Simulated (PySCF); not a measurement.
## S₅, singlet: data card

These are results of PySCF, PBE, basis S def2-SVP (no relativity, density fitting), not measurements.

The structure is a higher-order saddle point with 2 imaginary modes (one degenerate set).

```xyz
5
charge 0 multiplicity 1, angstrom
S     0.0000    0.0000    0.8734
S     1.3192    1.3192   -0.2184
S    -1.3192    1.3192   -0.2184
S    -1.3192   -1.3192   -0.2184
S     1.3192   -1.3192   -0.2184
```

| Item | Value |
| --- | --- |
| Point group | C4v |
| Bond lengths | S–S 2.162 Å (×4), S–S 2.638 Å (×4) |
| Bond angles | S–S–S 52.4° (×8), S–S–S 75.2° (×4), S–S–S 90.0° (×4), S–S–S 119.3° (×2) |
| Zero-point energy (real modes) | 13.2 kJ/mol |
| Principal quadrupole moments (Buckingham, traceless) about the centre of mass | -0.02, 0.01, 0.01 D Å |
| Dipole moment | 0.97 D |
| Rotational constants | 0.06662, 0.06662, 0.03787 cm⁻¹ |
| Principal polarisabilities | 44.7, 111.2, 111.2 bohr³ |
| Lowest empty level | -5.01 eV |
| Atomisation energy without zero-point energy | 913 kJ/mol |
| Highest occupied level | -5.68 eV |

Harmonic modes (masses in u: S 31.972):
```tsv
symmetry	ω (cm⁻¹)	IR (km/mol, summed over degenerate members)
e	167i	–
b1	195	0.0
a1	236	0.1
b2	248	0.0
b1	300	0.0
e	391	46.9
a1	452	0.6
```

In C4v the vibrations span 2e + 2b1 + 2a1 + b2. The b1, b2 modes carry no infrared intensity, as symmetry demands.

Charges (e):
| atom | Mulliken | Löwdin | polar tensor | Mayer order to S1 |
| --- | --- | --- | --- | --- |
| S1 | 0.14 | 0.32 | 0.21 | – |
| S2,3,4,5 | -0.04 | -0.08 | -0.05 | 0.78 |
Other Mayer orders above 0.3: S–S 0.48 (×4), S–S 0.67 (×2).

Mulliken populations on S1: s 5.92, p 9.69, d 0.25.

Outer orbital energies (eV). occupied: -10.97, -9.33, -7.58, -7.58, -7.27, -6.69, -5.68, -5.68; empty: -5.01, -4.14, -3.73, -2.50.

Other isomers or separated fragments may lie lower.

The final relaxation and frequency run took 49 s on 2 threads of a shared Arm Neoverse N1 host, with 90 basis functions and 9 gradients; the process peaked at 1.1 GiB. Launch command: `OMP_NUM_THREADS=2 python axn.py task.json out`.
